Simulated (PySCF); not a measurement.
# CH3F: the cost of one run

Computed with PySCF 2.14.0, with density-fitted response routines of our own, on a single molecule in the gas phase. Atoms count from 0, in the outputs and in this text.

**1. The starting structure**

5 atoms, charge 0, multiplicity 1; geometry from: PBE0-D3(BJ)/def2-TZVP.

Bonds of the start (Å): C0–F1 1.38, C0–H2 1.09, C0–H3 1.09, C0–H4 1.09.

**2. Core holes by ΔSCF: SCAN, X2C**

The job: settings as JSON, then the geometry in Å.

```
{"job": {"kind": "xps", "metal_2p": true}, "charge": 0, "multiplicity": 1}
C     -0.710564     0.106714     0.073688
F      0.643383    -0.094877    -0.066885
H     -0.988357    -0.048631     1.118595
H     -0.952557     1.128712    -0.226412
H     -1.245375    -0.602859    -0.561626
```

With the program's defaults for keys left out, this is: delta-SCF UKS SCAN, pcX-2 on the ionised atom (unc-x2c-TZVPall on a metal), pcseg-1 elsewhere, spin-free X2C.

**Question.** How long does this job take on 2 threads of Intel Xeon at 2.50GHz (Skylake/Cascade Lake), shared host?

About 13 s.
